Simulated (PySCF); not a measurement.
**How the method moves the bond dissociation enthalpies of chlorosilane**

Structure: `[SiH3]Cl` (ClH3Si). Coordinates in Å; atoms count from 1 in this order:
```
Si   -0.1143   -0.0033   -0.0133
Cl    1.9491    0.1050    0.0622
H    -0.5076   -1.0222   -1.0253
H    -0.6525    1.3310   -0.3967
H    -0.6251   -0.3942    1.3295
```

All levels share the PBE0-D3(BJ)/def2-SVP structures and the PBE0-D3(BJ)/def2-SVP thermal terms; only the single-point energies (PySCF) change. Values are bond dissociation enthalpies (298 K, kJ/mol).

```csv
level,Si1–H,Si1–Cl2,time
HF/ma-def2-TZVP,301,344,1.4 s
MP2/ma-def2-TZVP,362,461,4.5 s
CCSD(T)/ma-def2-TZVP,373,440,77 s
B3LYP-D3(BJ)/def2-TZVP,377,441,–
```

Times are wall times for all single points of a level on 1 thread of Arm Neoverse V1, a shared host; the dash marks the run that also made the structures.

Hartree-Fock leaves out electron correlation, so its bond energies come out too low, often by 100 kJ/mol or more.

The widest spread is that of Si1–Cl2: 117 kJ/mol, from 344 to 461.

Note: spin-orbit coupling is left out of the energies, which matters for open shells on the heavier atoms.
